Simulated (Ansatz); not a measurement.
System: fcc Rh. Method: RPBE (Ansatz, a program for electronic structure, PAW).

Settings: plane-wave cutoff 520 eV, 24×24×24 k mesh, Fermi–Dirac smearing 0.05 eV, no spin polarisation, scalar-relativistic PAW data made under PBE.

Results at a series of volumes:

```json
[
 {"V (Å³/atom)": "13.446", "E − E_lowest (meV/atom)": "43.52", "P (GPa)": "17.31"},
 {"V (Å³/atom)": "13.732", "E − E_lowest (meV/atom)": "18.52", "P (GPa)": "10.81"},
 {"V (Å³/atom)": "14.018", "E − E_lowest (meV/atom)": "4.44", "P (GPa)": "5.08"},
 {"V (Å³/atom)": "14.304", "E − E_lowest (meV/atom)": "0.00", "P (GPa)": "0.01"},
 {"V (Å³/atom)": "14.590", "E − E_lowest (meV/atom)": "4.06", "P (GPa)": "-4.46"},
 {"V (Å³/atom)": "14.876", "E − E_lowest (meV/atom)": "15.61", "P (GPa)": "-8.40"},
 {"V (Å³/atom)": "15.162", "E − E_lowest (meV/atom)": "33.77", "P (GPa)": "-11.87"}
]
```

**Question.** Estimate the bulk modulus from the pressures at 14.018 and 14.590 Å³/atom, and compare it with a fit to all energies.

**Answer.** B = −V dP/dV. Between V = 14.018 and 14.590 Å³/atom, dP/dV = (-4.46 − (5.08))/(14.590 − 14.018) = -16.7 GPa per Å³/atom; at the midpoint 14.304 Å³/atom this gives B ≈ 239 GPa. The third-order Birch–Murnaghan fit gives V0 = 14.305 Å³/atom, B0 = 238 GPa, B′ = 5.3, which lies within 1 % of that estimate.

Measured, for comparison: bulk modulus 271 GPa (corrected for temperature and zero-point phonon effects, our sources range from 271 to 289; as tabulated in Levämäki et al. (2014), arXiv:1402.3671); equilibrium volume per atom 13.65 Å³/atom (static lattice: zero-point anharmonic expansion removed; as tabulated in Mejia-Rodriguez and Trickey (2018), arXiv:1807.09216). Computed (rounded) less measured: bulk modulus -12 % (-12 % to -18 % over the range), equilibrium volume per atom +4.8 %.

Computed values are for the static lattice.

Cost on a shared machine: very roughly 40 core-seconds.
